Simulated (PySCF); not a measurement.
# C2H2N2S: electronic structure in real space

For C2H2N2S, the scripts below localise its valence orbitals, pull one bond apart with RHF, UHF and CASSCF and treat its π system by CASSCF and NEVPT2.

Program: PySCF 2.14.0. Level of theory: levels as typed in each script, gas phase, geometry from GFN2-xTB. These are calculated values, not measurements.

## (1) The system as given

SMILES `c1cnsn1`, 7 atoms, charge 0, spin multiplicity 1.

Bond lengths: C1–C2 1.408 Å, C1–N5 1.313 Å, C1–H6 1.074 Å, C2–N3 1.313 Å, C2–H7 1.074 Å, N3–S4 1.620 Å, S4–N5 1.620 Å. Angles: C2–C1–N5 112.8°, C2–C1–H6 127.1°, N5–C1–H6 120.2°, C1–C2–N3 112.8°, C1–C2–H7 127.1°, N3–C2–H7 120.2°, C2–N3–S4 108.8°, N3–S4–N5 96.8°, C1–N5–S4 108.8°.

Geometry (Å):

```xyz
7
charge 0, multiplicity 1
C    -1.1779    0.7038    0.0000
C    -1.1779   -0.7038    0.0000
N     0.0331   -1.2117    0.0000
S     1.1088    0.0000    0.0000
N     0.0331    1.2117    0.0000
H    -2.0348    1.3514    0.0000
H    -2.0348   -1.3513    0.0000
```

## (2) Localised orbitals (PBE0/6-31+g*)

File input.py:

```python
import numpy as np
from pyscf import gto, scf, dft, lo
from pyscf.data.elements import chemcore

def solve(mol, dm0=None, hcore=None):
    mf = (dft.UKS if mol.spin else dft.RKS)(mol, xc='pbe0')
    mf.grids.level = 3
    mf = mf.density_fit(auxbasis='def2-universal-jkfit')
    mf.conv_tol, mf.max_cycle = 1e-8, 80
    if hcore is not None:
        mf.get_hcore = lambda *args: hcore
    mf.kernel(dm0)
    if not mf.converged:
        mf = mf.newton().run(mf.mo_coeff, mf.mo_occ, max_cycle=30)
    assert mf.converged, 'SCF not converged'
    return mf

mol = gto.M(atom='''
C     -1.17791     0.70383     0.00000
C     -1.17792    -0.70381     0.00000
N      0.03311    -1.21169     0.00000
S      1.10880    -0.00001     0.00000
N      0.03314     1.21168     0.00000
H     -2.03481     1.35135     0.00000
H     -2.03484    -1.35132     0.00000
''', basis='6-31+g*', charge=0, spin=0, verbose=4)
mf = solve(mol)
occ_all = mf.mo_coeff[:, mf.mo_occ > 0]
occ = occ_all[:, chemcore(mol):]
pm = lo.PM(mol, occ, pop_method='meta_lowdin')
loc = pm.kernel()
for _ in range(5):
    new, stable = pm.stability_jacobi(return_status=True)
    if stable:
        break
    loc = pm.kernel(new)
fock, s = mf.get_fock(), mf.get_ovlp()
ortho = lo.orth_ao(mol, 'meta_lowdin')
labels = mol.ao_labels(fmt=None)
vir = loc[:, :0]
both = np.hstack([loc, vir])
p = (ortho.T @ s @ both) ** 2
pop = np.array([p[[l[0] == a for l in labels]].sum(0) for a in range(mol.natm)])
spd = np.array([[p[[l[0] == a and l[2][-1] == k for l in labels]].sum(0) for k in 'spd'] for a in range(mol.natm)])
eps = np.einsum('pi,pq,qi->i', both, fock, both)
for i in np.argsort(eps):
    top = np.argsort(-pop[:, i])[:3]
    print('%3d %s %9.4f Eh ' % (i + 1, 'occ' if i < loc.shape[1] else 'vir', eps[i]), '  '.join('%s%d %.3f' % (mol.atom_symbol(a), a + 1, pop[a, i]) for a in top))
np.savez('result.npz', c=both, nocc=loc.shape[1], pop=pop, spd=spd, eps=eps, e=mf.e_tot)
```

Run with:

```sh
> OMP_NUM_THREADS=1 python input.py
```

## (4) Stretching a bond (def2-svp)

File input.py:

```python
import numpy as np
from pyscf import gto, scf, mcscf

mol = gto.M(atom='''
C     -1.17791     0.70383     0.00000
C     -1.17792    -0.70381     0.00000
N      0.03311    -1.21169     0.00000
S      1.10880    -0.00001     0.00000
N      0.03314     1.21168     0.00000
H     -2.03481     1.35135     0.00000
H     -2.03484    -1.35132     0.00000
''', basis='def2-svp', charge=0, spin=0, verbose=4)
# stretch the bond between atoms 2 and 7, from long to short, fragments rigid
a, b, move = 1, 6, [6]
xyz = mol.atom_coords(unit='Angstrom')
u = xyz[b] - xyz[a]
r0 = np.linalg.norm(u)
rows, last, dm_u = [], None, None
for r in [3.0, 2.35, 1.93, 1.66, 1.44, 1.28, 1.18, 1.07, 0.98]:
    new = xyz.copy()
    new[move] += u / r0 * (r - r0)
    m = mol.set_geom_(new, unit='Angstrom', inplace=False)
    rhf = scf.RHF(m).density_fit(auxbasis='def2-universal-jkfit').run()
    uhf = scf.UHF(m).density_fit(auxbasis='def2-universal-jkfit').newton()
    if dm_u is None:
        c = rhf.mo_coeff
        h = m.nelectron // 2 - 1
        ca, cb = c.copy(), c.copy()
        ca[:, h], cb[:, h] = (c[:, h] + c[:, h + 1]) / 2**.5, (c[:, h] - c[:, h + 1]) / 2**.5
        dm_u = np.array([x[:, :h + 1] @ x[:, :h + 1].T for x in (ca, cb)])
    uhf.kernel(dm0=dm_u)
    for _ in range(3):
        c, _, stable, _ = uhf.stability(return_status=True)
        if stable:
            break
        uhf.kernel(c, uhf.mo_occ)
    dm_u = uhf.make_rdm1()
    mc = mcscf.CASSCF(rhf, 2, 2)
    mc.natorb = True
    mc.fix_spin_(ss=0)
    guess = mcscf.addons.make_natural_orbitals(uhf)[1] if last is None else mcscf.project_init_guess(mc, last.mo_coeff, last.mol)
    mc.kernel(guess)
    last = mc
    act = slice(mc.ncore, mc.ncore + mc.ncas)
    print('r %.3f  RHF %.6f  UHF %.6f  <S^2> %.3f  CASSCF %.6f  occupations' % (r, rhf.e_tot, uhf.e_tot, uhf.spin_square()[0], mc.e_tot), mc.mo_occ[act].round(4))
    rows.append((new, rhf.e_tot, uhf.e_tot, uhf.spin_square()[0], mc.e_tot, mc.mo_occ[act], mc.mo_coeff[:, act], dm_u[0] - dm_u[1], rhf.converged and uhf.converged and mc.converged))
    np.savez('result.npz', **{k: [row[i] for row in rows] for i, k in enumerate('xyz rhf uhf s2 cas occ c spin ok'.split())})
```

## (6) The π active space (aug-cc-pvdz)

File input.py:

```python
import numpy as np
from pyscf import gto, scf, dft, mcscf, mrpt
from pyscf.mcscf import avas

def solve(mol, dm0=None, hcore=None):
    mf = scf.ROHF(mol) if mol.spin else scf.RHF(mol)
    mf = mf.density_fit(auxbasis='def2-universal-jkfit')
    mf.conv_tol, mf.max_cycle = 1e-8, 80
    if hcore is not None:
        mf.get_hcore = lambda *args: hcore
    mf.kernel(dm0)
    if not mf.converged:
        mf = mf.newton().run(mf.mo_coeff, mf.mo_occ, max_cycle=30)
    assert mf.converged, 'SCF not converged'
    return mf

mol = gto.M(atom='''
C     -1.17791     0.70383     0.00000
C     -1.17792    -0.70381     0.00000
N      0.03311    -1.21169     0.00000
S      1.10880    -0.00001     0.00000
N      0.03314     1.21168     0.00000
H     -2.03481     1.35135     0.00000
H     -2.03484    -1.35132     0.00000
''', basis='aug-cc-pvdz', charge=0, spin=0, verbose=4)
mf = solve(mol)
ncas, nel, orbs = avas.avas(mf, ['C 2pz', 'N 2pz', 'S 3pz'], threshold=0.5, openshell_option=3)
print('active space', nel, ncas)
assert 2 <= ncas <= 10, 'active space too large or empty'
mc = mcscf.CASSCF(mf, ncas, nel)
mc.natorb, mc.max_cycle_macro = True, 60
mc.fix_spin_(ss=mol.spin / 2 * (mol.spin / 2 + 1))
mc.kernel(orbs)
occ = mc.mo_occ[mc.ncore:mc.ncore + ncas]
print('natural occupations', occ.round(4))
e2 = mrpt.NEVPT(mc).kernel()
out = dict(c=mc.mo_coeff[:, mc.ncore:mc.ncore + ncas], occ=occ, e=mc.e_tot, e2=e2, ehf=mf.e_tot, ok=mc.converged, nel=nel, w0=abs(mc.ci).max() ** 2, dm=mc.make_rdm1())
# the other spin state at the same geometry
other = mol.copy().set(spin=2).build()
mo = scf.ROHF(other).density_fit(auxbasis='def2-universal-jkfit').run()
na = (nel + other.spin) // 2
m2 = mcscf.CASSCF(mo, ncas, (na, nel - na))
m2.natorb = True
m2.fix_spin_(ss=other.spin / 2 * (other.spin / 2 + 1))
m2.kernel(mc.mo_coeff)
e2o = mrpt.NEVPT(m2).kernel()
print('other state above this one / eV: CASSCF', (m2.e_tot - mc.e_tot) * 27.211386, 'NEVPT2', (m2.e_tot + e2o - mc.e_tot - e2) * 27.211386)
np.savez('result.npz', eo=m2.e_tot, e2o=e2o, oko=m2.converged, occo=m2.mo_occ[mc.ncore:mc.ncore + ncas], co=m2.mo_coeff[:, mc.ncore:mc.ncore + ncas], **out)
```

(Steps that only read results are left out.)

What does the calculation give? Wanted: triplet less singlet, CASSCF and NEVPT2; weight of the leading determinant.

As calculated:

```
                                               quantity               value
localised occupied orbitals above −45 eV (PBE0/6-31+g*)                  13
cost of the stretch to 3.0 Å, CASSCF and RHF (def2-svp)      4.7 and 8.0 eV
  triplet less singlet, CASSCF and NEVPT2 (aug-cc-pvdz)  +4.20 and +5.04 eV
                      weight of the leading determinant                0.92
```

In words: RHF rises too steeply at long distance, since it keeps both electrons in one orbital and so mixes in ionic fragments. The geometry was not optimised at these levels.
